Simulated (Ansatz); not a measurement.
**Structural energy differences of osmium**

Level of theory: DFT, LDA (PW92), plane waves (420 eV) with PAW, scalar-relativistic in Ansatz 0.2.0. (PAW data from PBE, frozen cores regenerated.)

Each structure is relaxed within its own symmetry, so a high-lying one may be dynamically unstable.

(1) Rank these structures of osmium by energy per atom, lowest first.
A. simple cubic
B. dhcp
C. diamond
D. hcp
E. A15
F. fcc
G. bcc
H. omega (AlB2-type)

| structure | ΔE (meV/atom) | V (Å³/atom) | cell | magnetic state |
| --- | --- | --- | --- | --- |
| hcp | 0 | 13.70 | a = 2.718 Å, c = 4.284 Å (c/a = 1.577) | spin not included |
| dhcp | 106 | 13.75 | a = 2.705 Å, c = 8.684 Å (c/a = 3.211) | spin not included |
| fcc | 145 | 13.76 | a = 3.804 Å | spin not included |
| omega (AlB2-type) | 385 | 14.07 | a = 4.266 Å, c = 2.679 Å (c/a = 0.628) | spin not included |
| A15 | 662 | 14.18 | a = 4.841 Å | spin not included |
| bcc | 938 | 14.15 | a = 3.048 Å | spin not included |
| diamond | 1511 | 20.49 | a = 5.473 Å | spin not included |
| simple cubic | 1626 | 15.95 | a = 2.517 Å | spin not included |

ΔE counts from hcp.

Differences under about 8 meV lie within the error of the k-point mesh.

Answers

(1) D (0 meV/atom), B (106 meV/atom), F (145 meV/atom), H (385 meV/atom), E (662 meV/atom), G (938 meV/atom), C (1511 meV/atom), A (1626 meV/atom).
